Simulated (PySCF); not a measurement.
# The bond of MgP, level by level

One table from this session's results is given with a row withheld; the runs are named, their logs left out.

The runs use PySCF 2.14.0; Mg x2c-SVPall, P x2c-SVPall, spin-free X2C with a Gaussian nucleus.

The first run:

Settings of the job:

```yaml
atoms: Mg, P
charge: 0
basis: Mg x2c-SVPall, P x2c-SVPall
Hamiltonian: spin-free X2C with a Gaussian nucleus
basis_functions: 36
electrons_treated: 27
masses_in_u: 23.9850, 30.9738
levels: PBE0, PBE, r²SCAN, BHandHLYP, r²SCAN0, M06, HF, MP2, SCS-MP2, CCSD, CCSD(T)
grid: 80 radial by 434 angular points
occupations: held fixed by the projection of orbital angular momentum
dissociation_limit: Mg + P, each in its ground configuration
starting_distance_in_angstrom: 2.420
values_of_2S_to_try: 1, 3
```

Command:

```sh
> OMP_NUM_THREADS=1 python dia.py task.json out
```

Among the steps run: Set-up; First curve: PBE0; Excited determinants; PBE (GGA); r²SCAN; BHandHLYP; r²SCAN0; M06; UHF (mean field); MP2 and coupled cluster.

One of the session's tables, all rows but one given; the rest of the session is left out.

Energy (eV) from each level's lowest point:

| R (Å) | UHF | UHF-MP2 | UHF-SCS-MP2 | UHF-CCSD | UHF-CCSD(T) |
| --- | --- | --- | --- | --- | --- |
| 2.215 | 0.474 | 0.465 | 0.483 | n/a | n/a |
| 2.317 | 0.203 | 0.199 | 0.212 | 0.234 | 0.239 |
| 2.421 | ? | ? | ? | ? | ? |
| 2.498 | 0.012 | 0.011 | 0.015 | 0.025 | 0.026 |
| 2.575 | 0.000 | 0.000 | 0.000 | 0.001 | 0.001 |
| 2.652 | 0.013 | 0.015 | 0.010 | 0.000 | 0.000 |
| 2.755 | 0.051 | 0.060 | 0.050 | 0.019 | 0.022 |
| 2.884 | 0.108 | 0.135 | 0.119 | 0.058 | 0.067 |
| 3.038 | 0.163 | 0.219 | 0.195 | 0.104 | 0.123 |
| 3.244 | 0.205 | 0.289 | 0.255 | n/a | n/a |

Estimate the missing values for R (Å) = 2.421.

Worked estimate for «UHF». A straight line through the neighbours (2.317, 0.203) and (2.498, 0.012) gives 0.203 + (0.012 − 0.203) × (2.421 − 2.317) / (2.498 − 2.317) = 0.093; a parabola fitted to 4 rows on both sides gives 0.052.

As computed: UHF: 0.059; UHF-MP2: 0.058; UHF-SCS-MP2: 0.066; UHF-CCSD: 0.083; UHF-CCSD(T): 0.085. In «UHF» the line misses by +0.034 and the parabola by -0.007.
